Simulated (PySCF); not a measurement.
# C3H2ClNS: the cost of one run

Computed with PySCF 2.14.0 and routines of our own; the level stands in each step. Atoms count from 0.

### Step 1. The starting structure

8 atoms, charge 0, multiplicity 1; geometry from: GFN2-xTB.

### Step 2. Optimising the geometry at BHandHLYP/def2-SVP

Job settings and geometry (Å):

```
{"job": {"xc": "BHandHLYP", "basis": "def2-SVP", "grid": 1, "kind": "geom"}, "charge": 0, "multiplicity": 1}
Cl    -1.972476     1.706491     0.377782
C     -0.682610     0.592848     0.376673
C     -0.828007    -0.761976     0.439861
S      0.716898    -1.508146     0.413665
C      1.425650     0.070804     0.319786
N      0.590907     1.043302     0.309661
H     -1.729044    -1.335378     0.498285
H      2.487739     0.201467     0.274556
```

On the command line:

```console
OMP_NUM_THREADS=1 python excited_run.py task.json out
```

One launch serves the whole session: the jobs run in the order shown.

Q: Estimate the wall time and peak memory of this first job on 1 thread of Arm Neoverse V1, shared host.

About 24 s, with a peak of 0.46 GiB.
